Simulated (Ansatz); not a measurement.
Saddle point of H2OF, doublet (HF + OH → H₂O + F; bonds formed: H1–O3; bonds broken: H1–F2), PBE0-D4/def2-TZVP structure:

H1  (-0.491, -0.172, -0.186)
F2  (-0.910, 1.045, 0.021)
O3  (0.309, -0.662, 0.255)
H4  (1.092, -0.210, -0.090)
(Å)

Energies are electronic, without zero-point energy. Barriers and step energies count from the start structure reached by relaxing down the imaginary mode; all methods use the PBE0-D4 structures, on which another method's saddle can fall below an end. Computed with Ansatz 0.2.0 (basis: def2-TZVPP, with def2-QZVPP for the basis limit); correlated methods freeze the cores; orbitals are unrestricted. B3LYP uses VWN-RPA correlation. Extrapolation: Hartree–Fock as exp(−7.88 √X), correlation as X^−2.97.

```
      method  barrier (eV)  step energy (eV)
       SPW92        -0.130            -0.005
      PBE-D4         0.164             0.175
     BLYP-D4         0.210             0.188
   r2SCAN-D4             ?             0.354
      B97M-V         0.554             0.373
     PBE0-D4         0.641             0.506
    B3LYP-D4         0.567             0.443
  r2SCAN0-D4         0.809             0.606
    BHLYP-D4         1.081             0.734
CAM-B3LYP-D4         0.704             0.543
     wB97X-V             ?             0.563
     wB97M-V         0.781             0.565
      B2PLYP         0.807             0.659
    PBE-QIDH             ?             0.799
  RPA on PBE         0.533             0.495
          HF         1.732             0.942
         MP2         1.404             1.011
        CCSD         1.183             0.867
     CCSD(T)         1.063             0.823
```

Task: Fill in the withheld barriers. (An estimate is asked for; the value comes from the calculation.)

Result: The calculation gives: PBE-QIDH 1.074; wB97X-V 0.763; r2SCAN-D4 0.427 eV. Each is the energy of the saddle less that of the start structure, by the same method.

For comparison, the barrier by CCSD(T) at an estimated basis limit (MP2 extrapolated from triple and quadruple zeta, plus CCSD(T) − MP2 in triple zeta) is 1.093 eV.

No T1 diagnostic of these runs exceeds 0.056. ⟨S²⟩ of the unrestricted Hartree–Fock references: 0.76 to 0.77 (a pure state has 0.75). The T1 diagnostic is large here, which may signal multireference character or strong orbital relaxation, so CCSD(T) is less sure.

For scale, one of the runs: CCSD(T)/def2-TZVPP, 90 basis functions, launched by `ansatz run in.yaml --threads 2 --pin off --events-out ev --progress --plain --max-ram 4352MiB`. Hardware: 2 CPU threads of an Arm Neoverse V1, shared host. Wall time about 10 s.
